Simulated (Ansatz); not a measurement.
**Property card for Zr2As3S**

Level of theory: DFT r2SCAN, scalar-relativistic, plane waves, PAW (Ansatz 0.2.0).

Cutoff 500 eV; k points 10×10×6 on the computed 6-atom cell (Γ-centred); Gaussian smearing, width 0.10 eV; no spin polarisation.

The structure is relaxed at this level of theory with its symmetry kept. Whether it is the stable form of this composition wasn't checked.

```
Zr As S
1.0
     3.76530    0.00000    0.00000
     0.00000    3.76530    0.00000
     0.00000    0.00000    7.98592
Zr As S
2 3 1
Direct
  0.50000 0.50000 0.72826
  0.00000 0.00000 0.27173
  0.50000 0.00000 0.99761
  0.00000 0.50000 0.99761
  0.50000 0.50000 0.37922
  0.00000 0.00000 0.62556
```

Problem. Formation energy from the elements' standard states (uncorrected)?

Solution. -1.127 eV/atom.

Problem. Density of states at the Fermi level?

Solution. 1.53 states/eV per cell.

Problem. Löwdin character within 0.5 eV of the Fermi level?

Solution. Zr 4d 54 %, As 4p 30 %.

Problem. Bader charges (e)?

Solution. Zr (1 in the cell) 1.88, Zr (1 in the cell) 1.79, As (2 in the cell) -0.61, As (1 in the cell) -1.23, S (1 in the cell) -1.22.

Spin polarisation was left out, and a magnetic state may lie lower.

Cost: 1 run of about 6.6 core-minutes, on Arm Neoverse V2 (shared hosts).